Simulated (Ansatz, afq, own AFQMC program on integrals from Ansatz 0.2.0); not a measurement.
# N2H3 (doublet): AFQMC on the coupled-cluster ladder at scale of all distances = 1.098, cc-pVDZ

Aim: compute N2H3 (doublet) with auxiliary-field quantum Monte Carlo on the same integrals as coupled cluster, and set the energies side by side.

Computed with Ansatz 0.2.0, Gaussian basis, and an in-house AFQMC program (afq) on its integrals; all values are calculated. Level: cc-pVDZ, frozen cores.

The runs, in order: PBE (unrestricted); r2SCAN (unrestricted); PBE0 (unrestricted); B3LYP (unrestricted); wB97M-V (unrestricted); B2PLYP (unrestricted); CCSD(T) on UHF; Phaseless AFQMC, CISD trial on UHF; Phaseless AFQMC, single-determinant trial on UHF; Free-projection AFQMC, CISD trial on UHF.

## (1) What is computed

The geometry derives from a PBE0/def2-TZVP stationary point (not a proven minimum). All distances are scaled together.

5 atoms, charge 0, spin multiplicity 2.

Atoms are counted from 1 here; the program's logs count them from 0.

Bond lengths: N1–N2 1.469 Å, N1–H3 1.111 Å, N1–H4 1.106 Å, N2–H5 1.121 Å. Angles: N2–N1–H3 120.9°, N2–N1–H4 113.9°, H3–N1–H4 114.6°, N1–N2–H5 106.1°.

## (2) PBE (unrestricted)

in.yaml reads:

```yaml
crystal:
  periodic: [false, false, false]
  atoms:
    - {symbol: N, position_ang: [-0.066184, -0.058286, 0.682979]}
    - {symbol: N, position_ang: [0.037460, 0.134904, -0.769613]}
    - {symbol: H, position_ang: [0.234234, -1.018628, 1.153391]}
    - {symbol: H, position_ang: [0.182876, 0.842700, 1.274419]}
    - {symbol: H, position_ang: [-0.017948, -0.888776, -1.223907]}
basis:
  gaussian: {orbitals: cc-pVDZ}
magnetization: {spin_polarized: true, initial_magnetization: 1}
hamiltonian: {xc: {name: PBE}}
output: {orbitals: {seedname: orbitals}}
```

Run with:

```
ansatz run in.yaml --threads 1 --pin off --events-out ev --progress --plain --max-ram 1382MiB
```

Log:

```text
Functional definition: PBE
  name "PBE"
  cite "Perdew, Burke & Ernzerhof, Phys. Rev. Lett. 77, 3865 (1996) doi:10.1103/PhysRevLett.77.3865"
  parent pbe
  parameter kappa = 0.804
  parameter beta = 0.06672455060314922
  exchange = pbe_x(kappa = kappa, mu = beta*pi^2/3)
  correlation = pbe_c(beta = beta)
570 factors; their error is unknown
mean field evaluation 1: about -3018.8490 eV, gradient 2.9e1 eV
mean field evaluation 2: about -3011.5147 eV, gradient 4.7e1 eV
mean field evaluation 4: about -3022.4950 eV, gradient 6.6e0 eV
mean field evaluation 8: about -3022.6736 eV, gradient 3.8e-2 eV
mean field evaluation 16: about -3022.6462 eV, gradient 3.6e-5 eV
mean field -3022.64621596 eV, -111.0801996135 hartree, gradient 9.2e-6 eV, S^2 0.752135; 0 other end points of the search recorded, 0 dependent functions left out
reference -3022.64623976 eV, -111.0802004879 hartree; 9, 8 occupied and 34, 35 virtual orbitals, 570 factors
Total energy: -3022.64623976 eV, -111.0802004879 hartree
```

Run time: 0.91 s. Hardware: 1 thread of Arm Neoverse V1, shared host.

From the report: ⟨S²⟩ of the determinant 0.752 (pure doublet: 0.75).

## (3) r2SCAN (unrestricted)

Edit in.yaml of step 2 so:

```diff
@@ -11,3 +11,2 @@
 magnetization: {spin_polarized: true, initial_magnetization: 1}
-hamiltonian: {xc: {name: PBE}}
-output: {orbitals: {seedname: orbitals}}
+hamiltonian: {xc: {name: r2SCAN}}
```

Same command.

Log:

```text
Functional definition: r2SCAN
  name "r2SCAN"
  cite "Furness, Kaplan, Ning, Perdew & Sun, J. Phys. Chem. Lett. 11, 8208 (2020) doi:10.1021/acs.jpclett.0c02405"
  cite "Furness, Kaplan, Ning, Perdew & Sun, J. Phys. Chem. Lett. 11, 9248 (2020) doi:10.1021/acs.jpclett.0c03077"
  parent r2scan
  parameter k0 = 0.174
  parameter k1 = 0.065
  parameter a1 = 4.9479
  exchange = r2scan_x(k0 = k0, k1 = k1, a1 = a1)
  correlation = r2scan_c
570 factors; their error is unknown
mean field evaluation 1: about -3021.3892 eV, gradient 2.6e1 eV
mean field evaluation 2: about -3018.6343 eV, gradient 3.5e1 eV
mean field evaluation 4: about -3024.4586 eV, gradient 3.1e0 eV
mean field evaluation 8: about -3024.5012 eV, gradient 3.7e-2 eV
mean field evaluation 16: about -3024.4733 eV, gradient 1.3e-4 eV
mean field -3024.47333500 eV, -111.1473449995 hartree, gradient 2.9e-5 eV, S^2 0.754551; 0 other end points of the search recorded, 0 dependent functions left out
reference -3024.47334205 eV, -111.1473452585 hartree; 9, 8 occupied and 34, 35 virtual orbitals, 570 factors
Total energy: -3024.47334205 eV, -111.1473452585 hartree
```

Wall time 2 s (1 thread of Arm Neoverse V1, shared host).

From the report: ⟨S²⟩ of the determinant 0.755 (pure doublet: 0.75).

## (4) PBE0 (unrestricted)

Edit in.yaml of step 3 so:

```diff
@@ -11,2 +11,3 @@
 magnetization: {spin_polarized: true, initial_magnetization: 1}
-hamiltonian: {xc: {name: r2SCAN}}
+hamiltonian: {xc: {name: PBE0}}
+output: {orbitals: {seedname: orbitals}}
```

The command is unchanged.

Log:

```text
Functional definition: PBE0
  name "PBE0"
  cite "Adamo & Barone, J. Chem. Phys. 110, 6158 (1999) doi:10.1063/1.478522"
  cite "Perdew, Burke & Ernzerhof, Phys. Rev. Lett. 77, 3865 (1996) doi:10.1103/PhysRevLett.77.3865"
  parent pbe
  parameter a = 0.25
  parameter kappa = 0.804
  parameter beta = 0.06672455060314922
  exchange = (1 - a)*pbe_x(kappa = kappa, mu = beta*pi^2/3) + a*exact_x
  correlation = pbe_c(beta = beta)
410 factors; integrals over basis functions are off by at most 1.4e-3 eV
mean field evaluation 1: about -3020.1166 eV, gradient 2.3e1 eV
mean field evaluation 2: about -3019.4995 eV, gradient 2.6e1 eV
mean field evaluation 4: about -3022.4853 eV, gradient 1.7e0 eV
mean field evaluation 8: about -3022.6107 eV, gradient 1.5e-1 eV
mean field evaluation 16: about -3022.6109 eV, gradient 7.0e-5 eV
mean field -3022.61093980 eV, -111.0789032385 hartree, gradient 7.4e-5 eV, S^2 0.754033; 0 other end points of the search recorded, 0 dependent functions left out
reference -3022.61095773 eV, -111.0789038973 hartree; 9, 8 occupied and 34, 35 virtual orbitals, 410 factors
Total energy: -3022.61095773 eV, -111.0789038973 hartree
```

Wall time 1 s (1 thread of Arm Neoverse V1, shared host).

From the report: ⟨S²⟩ of the determinant 0.754 (pure doublet: 0.75).

## (5) B3LYP (unrestricted)

Edit in.yaml of step 4 so:

```diff
@@ -11,3 +11,2 @@
 magnetization: {spin_polarized: true, initial_magnetization: 1}
-hamiltonian: {xc: {name: PBE0}}
-output: {orbitals: {seedname: orbitals}}
+hamiltonian: {xc: {name: B3LYP}}
```

Same command.

Log (excerpt; [...] marks lines left out):

```text
Functional definition: B3LYP
  name "B3LYP"
  cite "Stephens, Devlin, Chabalowski & Frisch, J. Phys. Chem. 98, 11623 (1994) doi:10.1021/j100096a001"
  cite "Becke, Phys. Rev. A 38, 3098 (1988) doi:10.1103/PhysRevA.38.3098"
  cite "Lee, Yang & Parr, Phys. Rev. B 37, 785 (1988) doi:10.1103/PhysRevB.37.785"
  cite "Vosko, Wilk & Nusair, Can. J. Phys. 58, 1200 (1980) doi:10.1139/p80-159"
[...]
410 factors; integrals over basis functions are off by at most 1.4e-3 eV
[...]
mean field -3026.13693488 eV, -111.2084811675 hartree, gradient 4.7e-5 eV, S^2 0.753646; 0 other end points of the search recorded, 0 dependent functions left out
reference -3026.13710468 eV, -111.2084874075 hartree; 9, 8 occupied and 34, 35 virtual orbitals, 410 factors
Total energy: -3026.13710468 eV, -111.2084874075 hartree
```

Run time: 1.1 s. Hardware: 1 thread of Arm Neoverse V1, shared host.

From the report: ⟨S²⟩ of the determinant 0.754 (pure doublet: 0.75).

## (6) wB97M-V (unrestricted)

Edit in.yaml of step 5 so:

```diff
@@ -11,2 +11,3 @@
 magnetization: {spin_polarized: true, initial_magnetization: 1}
-hamiltonian: {xc: {name: B3LYP}}
+hamiltonian: {xc: {name: wB97M-V}}
+output: {orbitals: {seedname: orbitals}}
```

Same command.

Log (excerpt; [...] marks lines left out):

```text
Functional definition: wB97M-V
  name "wB97M-V"
  cite "Mardirossian & Head-Gordon, J. Chem. Phys. 144, 214110 (2016) doi:10.1063/1.4952647"
  cite "Becke, J. Chem. Phys. 107, 8554 (1997) doi:10.1063/1.475007"
  cite "Vydrov & Van Voorhis, J. Chem. Phys. 133, 244103 (2010) doi:10.1063/1.3521275"
  # Of w^i u^j: cxij and so on, Table III.
[...]
  gx(w, u) = 1 - cx + cx01*u + cx10*w
  gss(w, u) = css00 + css04*u^4 + css10*w + css20*w^2 + css43*w^4*u^3
  gos(w, u) = cos00 + cos10*w + (cos20 + cos21*u)*w^2 + (cos60 + cos61*u)*w^6
[...]
      + integral(e_c_pw_mod_opposite_spin*gos(b97_w_opposite, b97_u_opposite)) + vv10(b, c)
410 factors; integrals over basis functions are off by at most 1.4e-3 eV
120 factors; integrals over basis functions are off by at most 7.6e-6 eV
[...]
mean field -3024.68447601 eV, -111.1551042887 hartree, gradient 3.9e-5 eV, S^2 0.753480; 0 other end points of the search recorded, 0 dependent functions left out
reference -3024.68450203 eV, -111.1551052447 hartree; 9, 8 occupied and 34, 35 virtual orbitals, 410 factors
Total energy: -3024.68450203 eV, -111.1551052447 hartree
```

Wall time 4.6 s (1 thread of Arm Neoverse V1, shared host).

From the report: ⟨S²⟩ of the determinant 0.753 (pure doublet: 0.75).

## (7) B2PLYP (unrestricted)

Edit in.yaml of step 6 so:

```diff
@@ -11,3 +11,3 @@
 magnetization: {spin_polarized: true, initial_magnetization: 1}
-hamiltonian: {xc: {name: wB97M-V}}
-output: {orbitals: {seedname: orbitals}}
+hamiltonian: {xc: {name: B2PLYP}}
+correlation: {electrons: outside_noble_gas}
```

Launched as before.

Log (excerpt; [...] marks lines left out):

```text
Functional definition: B2PLYP
  name "B2PLYP"
  cite "Grimme, J. Chem. Phys. 124, 034108 (2006) doi:10.1063/1.2148954"
  cite "Becke, Phys. Rev. A 38, 3098 (1988) doi:10.1103/PhysRevA.38.3098"
  cite "Lee, Yang & Parr, Phys. Rev. B 37, 785 (1988) doi:10.1103/PhysRevB.37.785"
[...]
410 factors; integrals over basis functions are off by at most 1.4e-3 eV
[...]
mean field -3019.96622599 eV, -110.9817117986 hartree, gradient 8.3e-6 eV, S^2 0.757100; 0 other end points of the search recorded, 0 dependent functions left out
2 core orbitals not correlated: weight in the atoms' cores, before any rotation towards them, 1.000 or more for the frozen orbitals, at most 0.000 for the correlated occupied ones
reference -3019.96633514 eV, -110.9817158095 hartree; 7, 6 occupied and 34, 35 virtual orbitals, 410 factors
second order -11.15481111 eV of doubles, -0.00000000 eV of singles
Total energy: -3022.97813414 eV, -111.0923973813 hartree
```

It took 1.3 s on 1 thread of Arm Neoverse V1, shared host.

From the report: ⟨S²⟩ of the determinant 0.757 (pure doublet: 0.75).

## (8) CCSD(T) on UHF

Edit in.yaml of step 7 so:

```diff
@@ -11,3 +11,2 @@
 magnetization: {spin_polarized: true, initial_magnetization: 1}
-hamiltonian: {xc: {name: B2PLYP}}
-correlation: {electrons: outside_noble_gas}
+correlation: {method: ccsd_t, electrons: outside_noble_gas, hamiltonian_folder: ham}
```

The command is unchanged.

Log (excerpt; [...] marks lines left out):

```text
Functional definition: HF
  name "HF"
  cite "Fock, Z. Phys. 61, 126 (1930) doi:10.1007/BF01340294"
  parent pbe
[...]
410 factors; integrals over basis functions are off by at most 1.4e-3 eV
[...]
mean field -3008.18040513 eV, -110.5485908705 hartree, gradient 3.4e-6 eV, S^2 0.763949; 0 other end points of the search recorded, 0 dependent functions left out
2 core orbitals not correlated: weight in the atoms' cores, before any rotation towards them, 1.000 or more for the frozen orbitals, at most 0.000 for the correlated occupied ones
reference -3008.18040513 eV, -110.5485908705 hartree; 7, 6 occupied and 34, 35 virtual orbitals, 410 factors
second order -8.86843575 eV of doubles, -0.00000000 eV of singles
cycle   1  -9.25030199 eV  change   -3.8e-1 eV  update   7.8e-2
[...]
cycle  13  -9.66074943 eV  change    5.2e-6 eV  update   6.8e-6
perturbative correction -0.28033958 eV, -0.0103022896 hartree
Total energy: -3018.12149414 eV, -110.9139191533 hartree
```

It took 1.3 s on 1 thread of Arm Neoverse V1, shared host.

From the report: ⟨S²⟩ of the determinant 0.764 (pure doublet: 0.75); correlation -9.9411 eV; T1 0.028; largest double amplitude 0.04.

This run also writes the integrals to the folder ham.

## (9) Phaseless AFQMC, CISD trial on UHF

It reads the integrals that the CCSD(T) run on this determinant wrote.

Run with:

```
afq ham --method phaseless --trial cisd --walkers 60 --populations 1 --least-time 40 --time-step 0.005 --steps-per-block 50 --equilibration-blocks 28 --max-blocks 300 --target-error 0.00043 --factor-cut 1e-05 --start spin_pure --seed 4109 --release-times 0.24,0.51,0.99,1.62,2.4 --release-step 0.03 --release-every 4 --taylor-order 6
```

Log:

```text
orbitals 41  electrons 7 6  factors 320 of 410
reference energy -110.54859087 Eh
CCSD correlation -0.35502575 Eh in 14 cycles, weight of the determinant in the CISD state 0.8662
energy of the start -110.902961 Eh
 block  time / (1/Eh)  mean weight  energy / Eh
     1     0.250  0.9967  -110.903365
     2     0.500  0.9983  -110.913931
     3     0.750  1.0013  -110.913577
     4     1.000  1.0003  -110.908248
     5     1.250  1.0011  -110.908879
     6     1.500  1.0022  -110.914097
     7     1.750  0.9961  -110.913538
     8     2.000  0.9986  -110.910828
     9     2.250  1.0036  -110.915658
    10     2.500  0.9997  -110.916677
    17     4.250  1.0007  -110.920783
    25     6.250  0.9985  -110.931949
    33     8.250  1.0014  -110.912651
    41    10.250  1.0001  -110.907232
    49    12.250  0.9990  -110.929732
    57    14.250  0.9994  -110.921416
    65    16.250  1.0027  -110.914379
    73    18.250  0.9991  -110.923955
    81    20.250  0.9999  -110.909240
    89    22.250  1.0003  -110.906608
    97    24.250  1.0013  -110.916886
   105    26.250  0.9983  -110.935481
   113    28.250  0.9998  -110.922157
   121    30.250  1.0022  -110.905707
   129    32.250  0.9977  -110.917608
   137    34.250  1.0010  -110.915252
   145    36.250  0.9998  -110.918248
   153    38.250  0.9991  -110.924282
   161    40.250  1.0010  -110.912965
   169    42.250  0.9995  -110.899859
   177    44.250  1.0009  -110.916747
   185    46.250  0.9989  -110.918823
   193    48.250  1.0015  -110.917811
   201    50.250  0.9998  -110.914375
   209    52.250  1.0000  -110.903227
   217    54.250  1.0014  -110.905656
   225    56.250  0.9995  -110.912588
   233    58.250  1.0002  -110.921230
   241    60.250  1.0019  -110.913588
   249    62.250  1.0017  -110.910913
   257    64.250  1.0007  -110.913944
   265    66.250  1.0029  -110.908663
   273    68.250  0.9984  -110.911650
   281    70.250  1.0038  -110.902476
   289    72.250  1.0003  -110.912850
   297    74.250  1.0023  -110.911676
   305    76.250  0.9994  -110.917860
   313    78.250  1.0007  -110.915633
   321    80.250  1.0010  -110.906517
blocks merged  error / Eh  count
     1  0.000457  300
     2  0.000553  150
     4  0.000637  75
     8  0.000687  37
    16  0.000692  18
    32  0.000877  9
released: time / (1/Eh)  energy / Eh  error  mean overlap
  0.24  -110.916774  0.000923  1.0049
  0.51  -110.916657  0.000691  1.0135
  0.99  -110.915456  0.000737  1.0173
  1.62  -110.915228  0.000971  1.0211
  2.40  -110.917316  0.001344  1.0099
energy -110.916248 +/- 0.000692 Eh
```

Wall time 12 min (1 thread of Arm Neoverse V1, shared host).

Energy -3018.1849 ± 0.0188 eV. Caveats: constraint bias not in the error; error above the target.

## (10) Phaseless AFQMC, single-determinant trial on UHF

It reads the integrals that the CCSD(T) run on this determinant wrote.

Run with:

```
afq ham --method phaseless --trial hf --walkers 120 --populations 1 --least-time 40 --time-step 0.005 --steps-per-block 20 --equilibration-blocks 112 --max-blocks 600 --target-error 0.00129 --factor-cut 1e-05 --start spin_pure --seed 2025 --taylor-order 6
```

Log:

```text
orbitals 41  electrons 7 6  factors 320 of 410
reference energy -110.54859087 Eh
CCSD correlation -0.35502575 Eh in 14 cycles, weight of the determinant in the CISD state 0.8662
energy of the start -110.548999 Eh
 block  time / (1/Eh)  mean weight  energy / Eh
     1     0.100  1.0022  -110.646287
     2     0.200  1.0028  -110.720998
     3     0.300  1.0043  -110.750743
     4     0.400  1.0030  -110.768217
     5     0.500  1.0004  -110.817525
     6     0.600  1.0014  -110.848915
     7     0.700  1.0013  -110.872092
     8     0.800  1.0021  -110.858438
     9     0.900  1.0001  -110.862781
    10     1.000  1.0019  -110.901619
    18     1.800  1.0014  -110.863444
    35     3.500  0.9990  -110.912162
    52     5.200  0.9983  -110.879813
    69     6.900  1.0009  -110.911921
    86     8.600  0.9999  -110.874729
   103    10.300  1.0006  -110.898797
   120    12.000  0.9970  -110.902058
   137    13.700  1.0011  -110.923066
   154    15.400  1.0001  -110.912951
   171    17.100  0.9989  -110.951956
   188    18.800  0.9991  -110.877463
   205    20.500  1.0006  -110.919939
   222    22.200  0.9986  -110.912547
   239    23.900  1.0016  -110.937011
   256    25.600  0.9984  -110.954505
   273    27.300  1.0002  -110.932025
   290    29.000  1.0005  -110.935505
   307    30.700  0.9978  -110.932978
   324    32.400  0.9997  -110.986293
   341    34.100  1.0031  -110.974848
   358    35.800  1.0001  -110.904975
   375    37.500  0.9986  -110.930469
   392    39.200  1.0031  -110.961366
   409    40.900  0.9974  -110.921710
   426    42.600  1.0029  -110.971619
   443    44.300  1.0006  -110.920349
   460    46.000  0.9987  -110.961126
   477    47.700  0.9985  -110.883540
   494    49.400  0.9997  -110.889083
   511    51.100  0.9995  -110.914558
   528    52.800  0.9991  -110.951108
   545    54.500  0.9999  -110.933833
   562    56.200  1.0009  -110.953801
   579    57.900  1.0011  -110.967791
   596    59.600  0.9960  -110.874126
   613    61.300  1.0007  -110.849175
   630    63.000  0.9998  -110.895129
   647    64.700  1.0023  -110.873093
   664    66.400  0.9993  -110.901928
   681    68.100  0.9983  -110.916198
   698    69.800  0.9998  -110.933737
blocks merged  error / Eh  count
     1  0.001304  600
     2  0.001725  300
     4  0.002208  150
     8  0.002725  75
    16  0.003291  37
    32  0.003470  18
    64  0.004001  9
energy -110.915824 +/- 0.003470 Eh
```

Run time: 6.3 min. Hardware: 1 thread of Arm Neoverse V1, shared host.

Energy -3018.1733 ± 0.0944 eV. Caveats: constraint bias not in the error; error above the target.

## (11) Free-projection AFQMC, CISD trial on UHF

It reads the integrals that the CCSD(T) run on this determinant wrote.

Run with:

```
afq ham --method free --trial cisd --walkers 60 --time-step 0.03 --max-blocks 80 --target-error 0.00043 --factor-cut 1e-05 --seed 3778 --times 0,0.21,0.42,0.81,1.2,1.8,2.4,3 --taylor-order 8
```

Log:

```text
orbitals 41  electrons 7 6  factors 320 of 410
reference energy -110.54859087 Eh
CCSD correlation -0.35502575 Eh in 14 cycles, weight of the determinant in the CISD state 0.8662
repeat  energy at the last time / Eh  error
    10  -110.912710  0.003072
    20  -110.915824  0.002368
    30  -110.915946  0.001737
    40  -110.915759  0.001483
    50  -110.916262  0.001327
    60  -110.917052  0.001236
    70  -110.916748  0.001130
    80  -110.917099  0.001042
time / (1/Eh)  energy / Eh  error  mean overlap
  0.00  -110.903727  0.000330  1.1558
  0.21  -110.910265  0.000389  1.1607
  0.42  -110.913019  0.000438  1.1644
  0.81  -110.914995  0.000525  1.1497
  1.20  -110.915414  0.000538  1.1525
  1.80  -110.916363  0.000725  1.1371
  2.40  -110.915194  0.000830  1.1308
  3.00  -110.917099  0.001042  1.1243
energy -110.917099 +/- 0.001042 Eh
```

Run time: 6.7 min. Hardware: 1 thread of Arm Neoverse V1, shared host.

Energy -3018.2080 ± 0.0283 eV. Caveats: remainder of the start not in the error; error above the target.

## (12) AFQMC on the ladder

On the UHF determinant, counted from CCSD(T) (a yardstick, not exact):

| level | energy (eV) | from CCSD(T) (kJ/mol) | statistical error (kJ/mol) | time |
| --- | --- | --- | --- | --- |
| HF | -3008.1804 | +959.2 |  |  |
| MP2 | -3017.0488 | +103.5 |  |  |
| CCSD | -3017.8412 | +27.0 |  |  |
| CCSD(T) | -3018.1215 | 0.0 |  |  |
| Phaseless AFQMC, CISD trial, step 0.005, 60 walkers | -3018.1849 | -6.1 | 1.8 | 12 min |
| Phaseless AFQMC, single-determinant trial, step 0.005, 120 walkers | -3018.1733 | -5.0 | 9.1 | 6.3 min |
| Free-projection AFQMC, CISD trial, step 0.03, 60 walkers | -3018.2080 | -8.3 | 2.7 | 6.7 min |

The functionals' totals stand on their own zeros and serve differences with other points: PBE -3022.646 eV; r2SCAN -3024.473 eV; PBE0 -3022.611 eV; B3LYP -3026.137 eV; wB97M-V -3024.685 eV; B2PLYP -3022.978 eV.

## (13) Summary of results

```
                                                     quantity              value
              Phaseless AFQMC, CISD trial on UHF from CCSD(T)  -6.1 ± 1.8 kJ/mol
Phaseless AFQMC, single-determinant trial on UHF from CCSD(T)  -5.0 ± 9.1 kJ/mol
        Free-projection AFQMC, CISD trial on UHF from CCSD(T)  -8.3 ± 2.7 kJ/mol
```

In words: On UHF the phaseless walk with the CISD trial lies -6.1 kJ/mol from CCSD(T), 3 times its error bar. Free projection has no constraint; at the last time it gives -8.3 ± 2.7 kJ/mol, and from a start that isn't spin pure other spins can mix in. Error bars are statistical and leave out the constraint, the time step and what remains of the start.
